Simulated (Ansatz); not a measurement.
We consider hcp Zn, described by LDA in Ansatz (PAW).

Numerical settings: plane-wave cutoff 520 eV, 16×16×10 k mesh (along the axes of the cell as run), Fermi–Dirac smearing 0.1 eV, perturbation theory, force constants from a 4×4×2 q mesh, scalar-relativistic PAW data made under PBE.

Computed at the level's own relaxed cell. Harmonic vibrational thermodynamics at fixed volume:

| T (K) | S_vib (J/K per mol of atoms) | C_V (J/K per mol of atoms) | F_vib (eV/atom) |
|---|---|---|---|
| 100 | 16.13 | 18.55 | 0.0172 |
| 200 | ___ | ___ | ___ |
| 300 | ___ | ___ | ___ |
| 600 | ___ | ___ | ___ |
| 800 | ___ | ___ | ___ |
| 900 | ___ | ___ | ___ |
| 1000 | ___ | ___ | ___ |

What belongs in the gaps?


- 200, S_vib (J/K per mol of atoms): 30.76
- 200, C_V (J/K per mol of atoms): 22.96
- 200, F_vib (eV/atom): -0.0077
- 300, S_vib (J/K per mol of atoms): 40.31
- 300, C_V (J/K per mol of atoms): 24.02
- 300, F_vib (eV/atom): -0.0448
- 600, S_vib (J/K per mol of atoms): 57.24
- 600, C_V (J/K per mol of atoms): 24.71
- 600, F_vib (eV/atom): -0.1994
- 800, S_vib (J/K per mol of atoms): 64.37
- 800, C_V (J/K per mol of atoms): 24.81
- 800, F_vib (eV/atom): -0.3258
- 900, S_vib (J/K per mol of atoms): 67.29
- 900, C_V (J/K per mol of atoms): 24.84
- 900, F_vib (eV/atom): -0.3940
- 1000, S_vib (J/K per mol of atoms): 69.91
- 1000, C_V (J/K per mol of atoms): 24.86
- 1000, F_vib (eV/atom): -0.4652

The crystal is taken as a harmonic solid at every temperature: melting, phase changes and thermal expansion are not seen, nor the electrons' share in a metal.

Ansatz is a first-principles code.
